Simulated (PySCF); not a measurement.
CH2O, SMILES C=O.

Geometry: PBE0-D3(BJ)/def2-TZVPD.

These are PySCF with PBE/def2-TZVPD values and carry that method's errors.

Symmetry labels are those of the subgroup C2v that the program uses (full group C2v).

Computed valence orbital energies around the gap with their symmetry:
| orbital | symmetry | energy (eV) |
|---|---|---|
| HOMO−7 | A1 | -510.83 |
| HOMO−6 | A1 | -271.54 |
| HOMO−5 | A1 | -26.80 |
| HOMO−4 | A1 | -15.70 |
| HOMO−3 | B2 | -12.22 |
| HOMO−2 | A1 | -11.02 |
| HOMO−1 | B1 | -10.18 |
| HOMO | B2 | -6.24 |
| LUMO | B1 | -2.60 |
| LUMO+1 | A1 | -0.09 |
| LUMO+2 | B2 | 1.16 |
| LUMO+3 | A1 | 1.21 |
